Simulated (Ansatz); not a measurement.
A cut through the energy surface

Si$_{2}$H$_{4}$F (SMILES F[SiH][SiH3]), doublet, at its PBE0-D4/def2-TZVP minimum:

```xyz
7
angstrom
F -0.4360 -2.0045 1.2769
Si -0.2845 -1.3616 -0.1917
Si 0.4657 0.8520 -0.0650
H -1.6061 -1.5164 -0.8690
H 0.5413 1.3524 -1.4637
H -0.4401 1.7308 0.7250
H 1.8211 0.8792 0.5419
```

The bond length Si3–H7 (1.485 Å at the minimum) is set to the values below, the two halves moving rigidly along the bond. Each method's energies count from its own value at the PBE0-D4 minimum structure. Ansatz 0.2.0; basis: def2-TZVPP; cores frozen in the correlated methods; orbitals are unrestricted. B3LYP uses VWN-RPA correlation.

```json
{"bond length (Å)": "1.307", "CCSD(T) (eV)": "0.356", "PBE0-D4 (eV)": "0.371", "r2SCAN-D4 (eV)": "0.365", "wB97M-V (eV)": "0.338"}
{"bond length (Å)": "1.359", "CCSD(T) (eV)": "0.161", "PBE0-D4 (eV)": "0.171", "r2SCAN-D4 (eV)": "0.168", "wB97M-V (eV)": "0.149"}
{"bond length (Å)": "1.434", "CCSD(T) (eV)": "0.021", "PBE0-D4 (eV)": "0.025", "r2SCAN-D4 (eV)": "0.024", "wB97M-V (eV)": "0.016"}
{"bond length (Å)": "1.523", "CCSD(T) (eV)": "0.015", "PBE0-D4 (eV)": "0.012", "r2SCAN-D4 (eV)": "0.013", "wB97M-V (eV)": "0.018"}
{"bond length (Å)": "1.621", "CCSD(T) (eV)": "0.147", "PBE0-D4 (eV)": "0.136", "r2SCAN-D4 (eV)": "0.137", "wB97M-V (eV)": "0.158"}
{"bond length (Å)": "1.726", "CCSD(T) (eV)": "0.389", "PBE0-D4 (eV)": "0.371", "r2SCAN-D4 (eV)": "0.371", "wB97M-V (eV)": "0.409"}
{"bond length (Å)": "1.838", "CCSD(T) (eV)": "0.713", "PBE0-D4 (eV)": "0.681", "r2SCAN-D4 (eV)": "0.686", "wB97M-V (eV)": "0.745"}
{"bond length (Å)": "1.956", "CCSD(T) (eV)": "1.089", "PBE0-D4 (eV)": "1.053", "r2SCAN-D4 (eV)": "1.056", "wB97M-V (eV)": "1.136"}
{"bond length (Å)": "2.079", "CCSD(T) (eV)": "1.487", "PBE0-D4 (eV)": "1.464", "r2SCAN-D4 (eV)": "1.457", "wB97M-V (eV)": "1.559"}
```

Minimum and curvature along this coordinate at CCSD(T): A fifth-order fit through the nearest points gives 1.480 Å, with a curvature of about 18 eV/Å².

Question: Treat the two halves as rigid bodies and work out the harmonic wavenumber of this stretch from that curvature (ν̃ = 521.5 √(k/μ) cm⁻¹ with k in eV/Å² and μ in u).

Answer: The halves weigh 78.19 and 1.01 u, so μ = 78.19 × 1.01/79.20 = 0.997 u and ν̃ = 521.5 √(18/0.997) ≈ 2200 cm⁻¹. A true normal mode mixes in other motions, so this is a guide only.

Largest difference from the CCSD(T) curve over the scan: PBE-D4 0.159; B3LYP-D4 0.052; HF 0.184; MP2 0.132 eV. Each curve counts from its own value at the minimum.

T1 diagnostic: at most 0.019. ⟨S²⟩ of the unrestricted Hartree–Fock references: 0.76 to 0.77 (a pure state has 0.75).

For scale, one of the runs: CCSD(T)/def2-TZVPP, 171 basis functions (an equivalent command: `ansatz run in.yaml --threads 4`). Time: 55 s of wall clock on 4 CPU threads; the host was shared. Peak host memory: 3.3 GiB.
